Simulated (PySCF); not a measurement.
Run times of cluster calculations

Single jobs in PySCF with density fitting, those on clusters of several parts including the runs of the parts alone, on shared hosts, each launched as `OMP_NUM_THREADS=1 python cluster_run.py task.json out`; times are rough.

```
system (of a reaction: its main species)  parts or species                                                                                                   job  basis functions        threads × CPU  wall time  peak memory (GiB)
           hydrogen cyanide and ethylene                 2                                                                       core levels, SCAN, 3 core holes              112  1 × Arm Neoverse N1       24 s               0.74
 hydrogen chloride and hydrogen fluoride                 2                        interaction energy with counterpoise and decomposition, PBE0-D3(BJ)/def2-TZVPD              104  1 × Arm Neoverse N1      4.6 s               0.43
                                  CH6OSi                 1                                                                       core levels, SCAN, 3 core holes              118  1 × Arm Neoverse N1       20 s               0.43
                                 CH3ClGe                 1  excited states, CAM-B3LYP/def2-SVPD, 6 singlets, 2 triplets, polarisability, ionisation by delta-SCF              109  1 × Arm Neoverse N1       32 s               0.51
silicon tetrafluoride and dimethyl ether                 2                                            NMR shieldings, PBE0/pcSseg-1, charges and field gradients              173  1 × Arm Neoverse N1       50 s               0.76
```

| system (of a reaction: its main species) | parts or species | job | basis functions | threads × CPU |
| --- | --- | --- | --- | --- |
| acetylene and bromide | 2 | interaction energy with counterpoise and decomposition, wB97M-D3(BJ)/def2-TZVPD, grids of densities and orbitals | 149 | 1 × Arm Neoverse N1 |
| water and 4 × ammonia | 5 | NMR shieldings, PBE0/pcSseg-1, charges and field gradients | 155 | 1 × Arm Neoverse N1 |
| C2H(-) and water | 2 | NMR shieldings, PBE0/pcSseg-1, charges and field gradients | 66 | 1 × Arm Neoverse N1 |

(1) Estimate wall time and peak memory of the jobs in the second table.

Answers

(1) acetylene and bromide, interaction energy with counterpoise and decomposition: 29 s, 0.58 GiB; water and 4 × ammonia, NMR shieldings: 30 s, 0.81 GiB; C2H(-) and water, NMR shieldings: 7.4 s, 0.33 GiB.
